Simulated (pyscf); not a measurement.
Thermochemistry of product channels of F–Si•(F)–F (SMILES F[Si](F)F) + H₂ (SMILES [H][H]) on the doublet surface, in eV, from ωB97M-D3(BJ)/def2-TZVP energies (ideal gas, 1 atm, RRHO with modes under 100 cm⁻¹ raised to 100, one conformer, R ln 2 for rigid chiral ones). Optimised with ωB97X-D3(BJ)/def2-SVP in PySCF.

```tsv
products	ΔE	ΔH(298 K)	ΔG(600 K)	ΔG(900 K)
HF (SMILES F) + F–Si:–F (SMILES F[Si]F) [singlet] + H• (SMILES [H])	+3.11	+3.03	+2.21	+1.80
HF (SMILES F) + F–SiH•–F (SMILES F[SiH]F)	+1.29	+1.39	+1.20	+1.13
```

These are energies of the channels, which say nothing of barriers.
